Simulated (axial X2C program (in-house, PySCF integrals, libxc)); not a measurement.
Values are calculated unless marked as measured or tabulated.
## AlP⁻: input and output

Program: an in-house all-electron X2C program for linear molecules (integrals from PySCF).

Input:
```json
{
 "zs": [
  15,
  13
 ],
 "q": -1,
 "bas": [
  "dyall-av3z",
  "dyall-av3z"
 ],
 "levels": [
  "PBE0",
  "HF",
  "r2SCAN"
 ],
 "cc": true,
 "r0": 2.15,
 "thr": -2.0,
 "nmax": 90,
 "npts": 10,
 "nst": 2,
 "ntry": 6
}
```
```bash
python so2c.py task.json out
```

Keys: zs atomic numbers; q charge; bas basis sets; levels methods; cc coupled cluster on or off; r0 starting distance in Å; thr threshold in hartree for freezing inner shells (an s shell follows its p shell); nmax most natural virtual spinors; npts points on the curve; nst determinants followed; ntry starts of the search. HF also brings MP2.

Output of the r2SCAN step, spin-free, at R = 2.143 Å for the state M_S = 1/2, Λ = 0. It starts from PBE0 orbitals of this distance.

```
spin-free X2C-1e  r2SCAN
basis functions 127  fitting functions 681  grid points 4361
iter        total energy     max residual
   1       -585.013679839     2.51e-02
   2       -585.014962830     1.45e-03
   3       -585.013887030     4.97e-03
   4       -585.014999632     1.53e-03
   5       -585.015060805     2.96e-04
   6       -585.015062654     1.20e-04
   7       -585.015063501     2.99e-05
   8       -585.015063694     2.76e-05
   9       -585.015063763     1.13e-05
  10       -585.015063795     2.65e-06
  11       -585.015063798     1.15e-06
  12       -585.015063798     4.74e-07
converged
one-electron -912.84927898  Coulomb 321.77823779  exact exchange 0.00000000  xc functional -42.09593867  nuclear repulsion 48.15191607
```
Energies are in hartree; totals compare only within one Hamiltonian and basis.
